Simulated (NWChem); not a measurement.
Worked example: vertical ionisation energy of BH3O2 (SMILES OBO)

The species is BH3O2 (6 atoms), meant as a singlet with charge 0. As SMILES, `OBO`. Geometry: relaxed at PBE0-D4/def2-TZVP. This is one conformer, not always the lowest.

Both states at this one shape; open shells run unrestricted unless said. 1 Eh = 27.2114 eV.

```
                             level  program  singlet BH3O2 (Eh)  doublet [BH3O2]+ (Eh)
                         HF/STO-3G   NWChem         -173.885778            -173.596409
B3LYP/6-31G* (spherical functions)   NWChem         -177.188733            -176.760778
                  M06-2X/def2-TZVP   NWChem         -177.212962            -176.763691
```

**Question.** Work out the vertical ionisation energy at each level.

**Answer.** 
1. HF/STO-3G: -173.596409 − (-173.885778) = 0.289369 Eh = 7.87 eV.
2. B3LYP/6-31G* (spherical functions): -176.760778 − (-177.188733) = 0.427955 Eh = 11.65 eV.
3. M06-2X/def2-TZVP: -176.763691 − (-177.212962) = 0.449271 Eh = 12.23 eV.

No measured value is set beside it here; the levels span 7.87 to 12.23 eV. Hartree–Fock favours the state with fewer electron pairs, since it lacks pair correlation. Minimal sets are far from the basis-set limit. The second state is spin-contaminated at HF/STO-3G (⟨S²⟩ = 0.96).
